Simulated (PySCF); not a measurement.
## Peak assignment

Bonds (- single, = double, # triple, : aromatic): C1=C2 1.297 Å, C2=C3 1.307 Å, C3-C4 1.484 Å, C4-C5 1.503 Å, C4=O6 1.209 Å. C1 carries H7, H8; C3 carries H9; C5 carries H10, H11, H12.

- J couplings at B3LYP/pcJ-2 (without the spin–dipole term)
- PBE0-D3(BJ)/def2-TZVP structure
- shielding tensors at PBE0/pcSseg-2 (GIAO)
- code: PySCF 2.14
- no solvent, a single conformation, non-relativistic Hamiltonian, fast rotation and ring inversion assumed for equivalent nuclei

References, each an isolated molecule treated in the same way: ¹³C, ¹H vs TMS.

Task: Assign these signals to the numbered atoms. ¹³C{¹H} NMR (computed): δ 236.9, 207.4, 103.3, 82.9, 29.6.

Result: 
| δ (ppm) | atoms | environment | reason |
| --- | --- | --- | --- |
| 236.9 | C2 | central carbon of an allene | the central sp carbon of an allene is among the most deshielded carbons of hydrocarbons |
| 207.4 | C4 | ketone carbonyl carbon | the double bond to the heteroatom, with no lone-pair donor beside it, deshields it most |
| 103.3 | C3 | terminal carbon of a cumulated C=C=C unit | – |
| 82.9 | C1 | terminal carbon of a cumulated C=C=C unit | – |
| 29.6 | C5 | methyl carbon α to a carbonyl | α to the electron-withdrawing carbonyl group |

Task: Assign these signals to the numbered atoms. ¹H NMR (500 MHz, computed): δ 5.97 (t, J = 8.2 Hz, 1H), 5.35 (d, J = 8.2 Hz, 2H), 2.27 (s, 3H).

Result: 
5.97 → H9, hydrogen on a terminal carbon of a cumulated C=C=C unit: attached to an sp2 carbon and in the plane of the double bond
5.35 → H7/H8, hydrogen on a terminal carbon of a cumulated C=C=C unit
2.27 → H10/H11/H12, hydrogen on a methyl carbon α to a carbonyl: α to C=O

Splittings below 1 Hz are ignored in the labels, and close J values are merged. Shifts are as computed. Against solution values, carbons near 30 ppm lie about +3 ppm off and those near 130 ppm about +9 ppm. Of 1309 compounds with measured shifts, 239 miss one by over three times the rms of a fit or turn the order of signals round; such compounds aren't used in these exercises.
